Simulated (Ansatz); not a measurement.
The input, for Ansatz 0.2.0:

```yaml
crystal:
  periodic: [false, false, false]
  atoms:
    - {symbol: Ga, position_ang: [0.000018, -0.301983, 2.960495]}
    - {symbol: P, position_ang: [-0.000011, -0.566160, -1.731073]}
    - {symbol: N, position_ang: [0.000026, -0.205340, -3.170397]}
    - {symbol: H, position_ang: [-0.000034, 1.073482, 1.940975]}
basis:
  gaussian: {orbitals: cc-pVDZ}
magnetization: {spin_polarized: false}
correlation: {method: bccd_t, electrons: outside_noble_gas}
accuracy: high
```

```sh
$ ansatz run in.yaml --threads 1 --pin off --events-out ev --progress --plain --max-ram 2393MiB
```

Output:

```
1257 factors; integrals over basis functions are off by at most 4.4e-9 eV
mean field evaluation 1: about -63097.3754 eV, gradient 3.5e1 eV
mean field evaluation 2: about -63097.3873 eV, gradient 3.5e1 eV
mean field evaluation 4: about -63100.7090 eV, gradient 2.5e0 eV
mean field evaluation 8: about -63100.7530 eV, gradient 5.6e-4 eV
mean field evaluation 16: about -63097.3757 eV, gradient 3.5e1 eV
mean field -63100.75295647 eV, -2318.9098999238 hartree, gradient 1.6e-8 eV, S^2 0.000000; 0 other end points of the search recorded, 0 dependent functions left out; unrestricted orbitals would lower it
20 core orbitals not correlated: weight in the atoms' cores, before any rotation towards them, 0.999 or more for the frozen orbitals, at most 0.000 for the correlated occupied ones
reference -63100.75295647 eV, -2318.9098999238 hartree; 7, 7 occupied and 37, 37 virtual orbitals, 1257 factors
second order -9.25899028 eV of doubles, -0.00000000 eV of singles
cycle   1  -9.15878564 eV  change    1.0e-1 eV  update   1.3e-1
cycle   2  -9.68736319 eV  change   -5.3e-1 eV  update   4.7e-2
cycle   3  -9.81703284 eV  change   -1.3e-1 eV  update   2.3e-2
cycle   4  -9.82299875 eV  change   -6.0e-3 eV  update   1.2e-2
cycle   5  -9.83058790 eV  change   -7.6e-3 eV  update   3.6e-3
...
cycle  17  -9.83256106 eV  change   -2.7e-7 eV  update   9.1e-8
cycle  18  -9.83256105 eV  change    1.5e-8 eV  update   5.4e-8
cycle  19  -9.83256101 eV  change    4.2e-8 eV  update   3.7e-8
cycle  20  -9.83256136 eV  change   -3.5e-7 eV  update   2.3e-7
cycle  21  -9.83256141 eV  change   -5.6e-8 eV  update   8.5e-8
cycle  22  -9.83256139 eV  change    2.0e-8 eV  update   3.4e-8
cycle  23  -9.83256138 eV  change    1.0e-8 eV  update   1.2e-8
cycle  24  -9.83256138 eV  change    2.8e-9 eV  update   4.5e-9
cycle  25  -9.83256138 eV  change   3.7e-10 eV  update   2.3e-9
cycle  26  -9.83256138 eV  change  -4.6e-10 eV  update   1.2e-9
perturbative correction -0.49512648 eV, -0.0181955624 hartree
Total energy: -63111.08064433 eV, -2319.2894354521 hartree
```

Ran on 1 thread of Intel Xeon 6975P-C, shared host: 3.2 s wall, 0.21 GiB peak host memory.
